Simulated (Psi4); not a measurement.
Psi4 input (wB97X-D/6-311+G**):

```
memory 1500 MB

molecule {
-1 1
C     0.00340085    0.10411341    0.84463058
C    -0.00316901    0.02839917   -0.68472531
H    -0.87168362   -0.45775013    1.22954120
H     0.88597729   -0.45133029    1.22167274
H    -0.00176189   -0.97997600   -1.19312952
H    -0.88238004    0.54379300   -1.10483906
H     0.86845721    0.55018792   -1.11267697
symmetry c1
no_reorient
no_com
}

set {
  basis 6-311+G**
  reference rks
  scf_type pk
  dft_radial_points 99
  dft_spherical_points 590
  e_convergence 1e-8
  d_convergence 1e-7
  maxiter 150
}

e = energy('wb97x-d')
print_out(f'\nFINAL {e:.10f} DIPOLE {variable("CURRENT DIPOLE")[0]:.6f} {variable("CURRENT DIPOLE")[1]:.6f} {variable("CURRENT DIPOLE")[2]:.6f}\n')
```

Output:

```
   => Loading Basis Set <=

    Name: 6-311+G**
    Role: ORBITAL
    Keyword: BASIS
    atoms 1-2 entry C          line   129 file 6-311pgss.gbs
    atoms 3-7 entry H          line    42 file 6-311pgss.gbs

   => WB97X-D: Empirical Dispersion <=

    Chai and Head-Gordon Dispersion Correction
    Chai, J.-D.; Head-Gordon, M. (2010), J. Chem. Phys., 132: 6615-6620

        s6 =       1.000000

         ---------------------------------------------------------
                                   SCF
               by Justin Turney, Rob Parrish, Andy Simmonett
                          and Daniel G. A. Smith
                              RKS Reference
         ---------------------------------------------------------

  ==> Geometry <==

    Molecular point group: c1
    Full point group: C1

    Geometry (in Angstrom), charge = -1, multiplicity = 1:

       Center              X                  Y                   Z               Mass
    ------------   -----------------  -----------------  -----------------  -----------------
         C            0.003400850000     0.104113410000     0.844630580000    12.000000000000
         C           -0.003169010000     0.028399170000    -0.684725310000    12.000000000000
         H           -0.871683620000    -0.457750130000     1.229541200000     1.007825032230
         H            0.885977290000    -0.451330290000     1.221672740000     1.007825032230
         H           -0.001761890000    -0.979976000000    -1.193129520000     1.007825032230
         H           -0.882380040000     0.543793000000    -1.104839060000     1.007825032230
         H            0.868457210000     0.550187920000    -1.112676970000     1.007825032230

  Running in c1 symmetry.

  Rotational constants: A =      3.22789  B =      0.72490  C =      0.69557 [cm^-1]
  Rotational constants: A =  96769.62768  B =  21732.09156  C =  20852.72020 [MHz]
  Nuclear repulsion =   36.329969237214314

  Charge       = -1
  Multiplicity = 1
  Electrons    = 18
  Nalpha       = 9
  Nbeta        = 9

  ==> Algorithm <==

  SCF Algorithm Type is PK.
  DIIS enabled.
  MOM disabled.
  Fractional occupation disabled.
  Guess Type is SAD.
  Energy threshold   = 1.00e-08
  Density threshold  = 1.00e-07
  Integral threshold = 1.00e-12

  ==> Primary Basis <==

  Basis Set: 6-311+G**
    Blend: 6-311+G**
    Number of shells: 40
    Number of basis functions: 74
    Number of Cartesian functions: 76
    Spherical Harmonics?: true
    Max angular momentum: 2

  ==> DFT Potential <==

   => LibXC <=

    Version 7.1.2
    S. Lehtola, C. Steigemann, M. J. T. Oliveira, and M. A. L. Marques,  SoftwareX 7, 1–5 (2018) (10.1016/j.softx.2017.11.002)

   => Composite Functional: WB97X-D <=

    wB97X-D Hyb-GGA Exchange-Correlation Functional

    J.-D. Chai and M. Head-Gordon,  Phys. Chem. Chem. Phys. 10, 6615–6620 (2008) (10.1039/B810189B)

    Deriv               =              1
    GGA                 =           TRUE
    Meta                =          FALSE

    Exchange Hybrid     =           TRUE
    MP2 Hybrid          =          FALSE

   => Exchange-Correlation Functionals <=

    1.0000   wB97X-D range-separated functional

   => Exact (HF) Exchange <=

    0.7780            HF,LR [omega = 0.2000]
    0.2220               HF

   => LibXC Density Thresholds  <==

    XC_HYB_GGA_XC_WB97X_D:  1.00E-14

   => Molecular Quadrature <=

    Radial Scheme          =       TREUTLER
    Pruning Scheme         =           NONE
    Nuclear Scheme         =       TREUTLER

    Blocking Scheme        =         OCTREE
    BS radius alpha        =              1
    Pruning alpha          =              1
    Radial Points          =             99
    Spherical Points       =            590
    Total Points           =         392838
    Total Blocks           =           2845
    Max Points             =            256
    Max Functions          =             74
    Weights Tolerance      =       1.00E-15

  ==> Integral Setup <==

  Using in-core PK algorithm.
   Calculation information:
      Number of atoms:                   7
      Number of AO shells:              40
      Number of primitives:             68
      Number of atomic orbitals:        76
      Number of basis functions:        74

      Integral cutoff                 1.00e-12
      Number of threads:                 1

  Performing in-core PK
  Using 11555100 doubles for integral storage.
  We computed 336224 shell quartets total.
  Whereas there are 336610 unique shell quartets.

  Computing range-separated integrals for PK
  We computed 336224 wK shell quartets total.
  Whereas there are 336610 wK unique shell quartets.

  ==> DiskJK: Disk-Based J/K Matrices <==

    J tasked:                  Yes
    K tasked:                  Yes
    wK tasked:                 Yes
    Omega:               2.000E-01
    Schwarz Cutoff:          1E-12


  Cached 100.0% of DFT collocation blocks in 0.786 [GiB].

  Minimum eigenvalue in the overlap matrix is 2.2853708730E-04.
  Reciprocal condition number of the overlap matrix is 2.9617049045E-05.
    Using symmetric orthogonalization.

  ==> Pre-Iterations <==

  SCF Guess: Superposition of Atomic Densities via on-the-fly atomic UHF (no occupation information).

   -------------------------
    Irrep   Nso     Nmo
   -------------------------
     A         74      74
   -------------------------
    Total      74      74
   -------------------------

  ==> Iterations <==

                        Total Energy        Delta E     RMS |[F,P]|

   @RKS iter SAD:   -78.42481281991672   -7.84248e+01   0.00000e+00
   @RKS iter   1:   -78.72257963226700   -2.97767e-01   1.14235e-02 DIIS/ADIIS
   @RKS iter   2:   -77.82226488383370    9.00315e-01   1.54462e-02 DIIS/ADIIS
   @RKS iter   3:   -79.09293977398877   -1.27067e+00   3.24016e-03 DIIS/ADIIS
   @RKS iter   4:   -79.13037975386393   -3.74400e-02   1.13149e-03 DIIS/ADIIS
   @RKS iter   5:   -79.13587444586059   -5.49469e-03   3.23717e-04 DIIS/ADIIS
   @RKS iter   6:   -79.13654521436061   -6.70769e-04   1.25462e-04 DIIS/ADIIS
   @RKS iter   7:   -79.13663138130943   -8.61669e-05   5.30458e-05 DIIS
   @RKS iter   8:   -79.13664804203195   -1.66607e-05   1.81906e-05 DIIS
   @RKS iter   9:   -79.13665110288643   -3.06085e-06   3.07915e-06 DIIS
   @RKS iter  10:   -79.13665136699350   -2.64107e-07   1.49820e-06 DIIS
   @RKS iter  11:   -79.13665141493476   -4.79413e-08   4.32252e-07 DIIS
   @RKS iter  12:   -79.13665142377486   -8.84010e-09   1.31744e-07 DIIS
   @RKS iter  13:   -79.13665142455105   -7.76183e-10   4.07495e-08 DIIS
  Energy and wave function converged.

  ==> Post-Iterations <==

   Electrons on quadrature grid:
      Ntotal   =   18.0000002188 ; deviation = 2.188e-07

    Orbital Energies [Eh]
    ---------------------

    Doubly Occupied:

       1A    -10.069679     2A     -9.999633     3A     -0.607031
       4A     -0.449079     5A     -0.291123     6A     -0.272261
       7A     -0.203285     8A     -0.178917     9A     -0.001045

    Virtual:

      10A      0.210390    11A      0.238634    12A      0.252185
      13A      0.259014    14A      0.283026    15A      0.291246
      16A      0.299718    17A      0.352760    18A      0.407537
      19A      0.411687    20A      0.441772    21A      0.445961
      22A      0.473520    23A      0.548393    24A      0.671996
      25A      0.697379    26A      0.732143    27A      0.738304
      28A      0.852336    29A      0.877710    30A      0.877812
      31A      0.908095    32A      0.928179    33A      0.930178
      34A      0.992246    35A      1.084567    36A      1.178494
      37A      1.294696    38A      1.299777    39A      1.559069
      40A      1.584102    41A      1.752738    42A      1.760145
      43A      1.841951    44A      1.851791    45A      1.867759
      46A      1.872668    47A      1.947356    48A      2.021705
      49A      2.025305    50A      2.155922    51A      2.288962
      52A      2.294178    53A      2.418880    54A      2.509544
      55A      2.565441    56A      2.567018    57A      2.660118
      58A      2.765357    59A      2.804660    60A      2.841098
      61A      2.850183    62A      2.899105    63A      2.899505
      64A      2.944948    65A      3.036846    66A      3.076565
      67A      3.294365    68A      3.560097    69A      4.019391
      70A      4.072016    71A      4.094791    72A      4.486921
      73A     24.207248    74A     24.264077

    Final Occupation by Irrep:
              A
    DOCC [     9 ]
    NA   [     9 ]
    NB   [     9 ]

  @RKS Final Energy:   -79.13665142455105

   => Energetics <=

    Nuclear Repulsion Energy =             36.3299692372143141
    One-Electron Energy =                -181.0048396161093649
    Two-Electron Energy =                  74.1485676126569473
    DFT Exchange-Correlation Energy =      -8.6090550416709437
    Empirical Dispersion Energy =          -0.0012936166420138
    VV10 Nonlocal Energy =                  0.0000000000000000
    Total Energy =                        -79.1366514245510473

Computation Completed

Properties will be evaluated at   0.000000,   0.000000,   0.000000 [a0]

Properties computed using the SCF density matrix

 Multipole Moments:

 ------------------------------------------------------------------------------------
     Multipole            Electronic (a.u.)      Nuclear  (a.u.)        Total (a.u.)
 ------------------------------------------------------------------------------------

 L = 1.  Multiply by 2.5417464519 to convert [e a0] to [Debye]
 Dipole X            :         -0.0040687           -0.0000000           -0.0040687
 Dipole Y            :         -0.8140723           -0.0000000           -0.8140724
 Dipole Z            :         -1.5730663            0.0000000           -1.5730662
 Magnitude           :                                                    1.7712334

 ------------------------------------------------------------------------------------

FINAL -79.1366514246 DIPOLE -0.004069 -0.814072 -1.573066

*** Psi4 exiting successfully. Buy a developer a beer!
```

The dipole moment of an ion depends on the origin.
